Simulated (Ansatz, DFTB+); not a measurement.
Loss of H2: C3H5 → C3H3 + H2

Species: C3H5 `[CH2]C=C`, doublet; C3H3 (propargyl radical) `[CH]=C=C`, doublet; H2 (hydrogen), singlet. 

Shapes, held fixed at every level: PBE0-D4/def2-TZVP. Flexible molecules stand in one conformer, not always the lowest. Programs: Ansatz 0.2.0, DFTB+ 25.1. The zero-point and thermal change to 298 K, harmonic and unscaled (PBE0-D4/def2-TZVP), is -30.0 kJ/mol.

```tsv
level	kind	ΔH(298 K) (kJ/mol)
DFTB2	semi-empirical	+311.8
PBE-D4/def2-TZVPP	GGA	+187.0
r2SCAN-D4/def2-TZVPP	meta-GGA	+190.6
BHLYP-D4/def2-TZVPP	global hybrid	+199.5
PBE0-D4/def2-TZVPP	global hybrid	+202.4
r2SCAN0-D4/def2-TZVPP	global hybrid	+203.4
wB97M-V/def2-TZVPP	range-separated hybrid	+188.3
wB97X-V/def2-TZVPP	range-separated hybrid	+197.3
B2PLYP/def2-TZVPP	double hybrid	+178.2
```

B2PLYP/def2-TZVPP gives ΔH(298 K) = +178.2 kJ/mol; the levels span +178.2 to +311.8. DFTB2 strays far from the other rows. The median of the levels is +197.3. No measured value is set beside it here. Spin contamination: C3H5 (⟨S²⟩ up to 0.95), C3H3 (⟨S²⟩ up to 0.96). Open shells run unrestricted unless RO is named.
